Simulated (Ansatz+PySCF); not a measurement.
The numbers below are computed, except where a source is named.
Input for Ansatz (development build ahead of 0.2.0):

```yaml
crystal:
  periodic: [false, false, false]
  atoms:
    - { symbol: C, position_ang: [0.64441, 0.0, -0.06255] }
    - { symbol: H, position_ang: [1.13199, -1.00246, 0.13393] }
    - { symbol: H, position_ang: [1.13199, 1.00246, 0.13393] }
    - { symbol: F, position_ang: [-0.69671, 0.0, 0.00567] }
basis:
  gaussian: { orbitals: cc-pVTZ }
magnetization:
  spin_polarized: true
  initial_magnetization: 1
hamiltonian:
  xc: hf
correlation:
  method: ccsd_t
  frozen_orbitals: { C: 1, F: 1, H: 0 }
scf:
  omitted_lower_state_checks: [stability, starts, atomic_configurations, cluster_reference, orbital_swaps, given_window_search, neighbouring_geometries, increment]
```

The input is written out in the form of the current development build from the run's settings.

Results

| Property | Result |
| --- | --- |
| Converged | yes |
| Reference energy | -138.45609 hartree |
| CCSD correlation energy | -0.41514 hartree |
| Triples correction | -0.01267 hartree |
| Total energy | -138.88390 hartree |
| Spin squared of the determinant | 0.763 |
